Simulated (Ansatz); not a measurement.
Geometry optimisation, RKS PBE0-D4/6-31G* (Ansatz 0.2.0).

The input (input.yaml):

```yaml
crystal:
  periodic: [false, false, false]
  atoms:
    - { symbol: Si, position_ang: [0.395306, 0.051071, -0.17546] }
    - { symbol: H, position_ang: [0.330377, -0.579449, 1.157114] }
    - { symbol: H, position_ang: [1.81942, 0.003349, -0.623819] }
    - { symbol: H, position_ang: [-0.050529, 1.472304, -0.131731] }
    - { symbol: H, position_ang: [-0.410573, -0.746153, -1.143238] }
    - { symbol: "N", position_ang: [-2.263907, -0.187104, 1.239857] }
    - { symbol: H, position_ang: [-2.966303, -0.798125, 0.840129] }
    - { symbol: Si, position_ang: [-2.778528, 1.165858, 2.205472] }
    - { symbol: H, position_ang: [-3.502306, 0.835992, 3.475182] }
    - { symbol: H, position_ang: [-1.549184, 1.920222, 2.575107] }
    - { symbol: H, position_ang: [-3.684689, 2.008807, 1.376508] }
    - { symbol: H, position_ang: [-1.478884, -0.746672, 1.612278] }
basis:
  gaussian: { orbitals: "6-31G*" }
hamiltonian:
  xc: pbe0
  dispersion: d4
relax:
  f_tol: 0.03
  max_steps: 50
```

Command:

```bash
$ ansatz run input.yaml --threads 1 --pin off --max-ram 2048MiB --backend cpu --events-out ev --progress --plain --runs-dir out
```

Question: Where does it end, and by what steps?

Answer: The run converged. The force dipped under the threshold on the way, but the program's further checks kept it going. After 12 steps the energy has fallen by 0.114 eV; H11 moved furthest, 0.72 Å.

```tsv
step	energy less start (eV)	largest force component (eV/Å)	accepted
0	0.0000	0.904	yes
1	-0.0676	0.355	yes
2	-0.0650	0.836	no
3	-0.0836	0.130	yes
4	-0.0926	0.089	yes
5	-0.0963	0.203	yes
6	-0.1017	0.279	yes
7	-0.1051	0.052	yes
8	-0.1080	0.122	yes
9	-0.1108	0.094	yes
10	-0.1128	0.021	yes
11	-0.1135	0.034	yes
12	-0.1138	0.030	yes
```

```xyz
12
Properties=species:S:1:pos:R:3
Si 0.329 0.123 -0.194
H 0.716 -0.424 1.134
H 1.590 0.328 -0.973
H -0.336 1.446 -0.069
H -0.509 -0.841 -0.956
N -2.208 -0.350 1.406
H -2.842 -0.733 0.715
Si -2.668 1.144 2.177
H -3.825 1.065 3.126
H -1.491 1.636 2.945
H -3.033 2.103 1.099
H -1.863 -1.096 1.998
```

Whether the end is a true minimum wasn't checked by a vibrational analysis.

Run time: 39 s on 1 thread of Arm Neoverse V2, with other jobs on the host, peak memory 0.14 GiB.
